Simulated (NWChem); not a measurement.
# Cl anion

All runs: NWChem. Medium grid unless said otherwise, to which SCAN and Minnesota functionals are sensitive. The highest occupied level is positive in some or all of these runs, so the extra electron may be held by the finite basis. Total energies of different functionals are on different scales.

```tsv
level	energy (Ha)	highest occupied level (eV)	orbital gap (eV)
B3LYP/def2-SVPD	-460.1543	-0.82	7.32
PBE/def2-SVPD	-459.9450	0.21	5.94
M06-2X/def2-SVPD	-460.1211	-2.29	9.91
N12/def2-SVPD	-460.1066	0.47	6.03
revPBE/def2-SVPD	-460.0510	0.26	5.98
MN15-L/def2-SVPD	-460.0638	-0.17	6.88
RPBE/def2-SVPD	-460.0900	0.22	5.89
```
